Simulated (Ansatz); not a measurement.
The input, for Ansatz 0.2.0:

```yaml
crystal:
  periodic: [false, false, false]
  atoms:
    - {symbol: Si, position_ang: [0.000000, 0.000000, 0.000000]}
    - {symbol: Se, position_ang: [0.000000, 0.000000, 2.311900]}
basis:
  gaussian: {orbitals: cc-pVTZ}
total_charge: 1
magnetization: {spin_polarized: false, initial_magnetization: 3}
correlation: {active_space: {ras: {orbitals: [3, 3, 52], electrons: 9, max_holes: 2, max_particles: 2}, fixed_orbitals: true}}
```

```sh
$ ansatz run in.yaml --threads 1 --pin off --events-out ev --progress --plain --max-ram 2393MiB
```

(1) Roughly how long does this take on 1 thread of Arm Neoverse V1, shared host, and how much host memory?

```
489 factors; integrals over basis functions are off by at most 8.3e-4 eV
mean field evaluation 1: about -73155.2687 eV, gradient 1.2e1 eV
mean field evaluation 2: about -73155.3404 eV, gradient 1.2e1 eV
mean field evaluation 4: about -73156.1994 eV, gradient 1.7e0 eV
mean field evaluation 8: about -73156.2379 eV, gradient 3.5e-1 eV
mean field evaluation 16: about -73156.2589 eV, gradient 2.3e-1 eV
mean field evaluation 32: about -73156.2276 eV, gradient 1.2e0 eV
mean field evaluation 64: about -73156.5282 eV, gradient 3.5e-3 eV
mean field evaluation 96: about -73156.5282 eV, gradient 1.7e-2 eV
mean field evaluation 128: about -73155.2451 eV, gradient 1.4e1 eV
mean field evaluation 160: about -73156.2326 eV, gradient 1.2e0 eV
mean field evaluation 192: about -73156.5281 eV, gradient 1.0e-1 eV
mean field -73156.70889186 eV, -2688.4594643775 hartree, gradient 4.6e-6 eV, S^2 3.750000; 13 other end points of the search recorded, 0 dependent functions left out
reference -73156.70889186 eV, -2688.4594643775 hartree; 25, 22 occupied and 52, 55 virtual orbitals, 489 factors
state -73161.82773331 eV, -2688.6475783310 hartree
Total energy: -73161.82773331 eV, -2688.6475783310 hartree
```

Natural occupations: 1.9672 1.9531 1.9268 0.9946 0.9927 0.9851 0.0340 0.0318 0.0141 0.0137 0.0122 0.0095 0.0093 0.0075 0.0073 0.0052 0.0044 0.0034 0.0034 0.0032 0.0027 0.0025 0.0024 0.0021.

## Answers

(1) 14 s wall and 0.28 GiB.
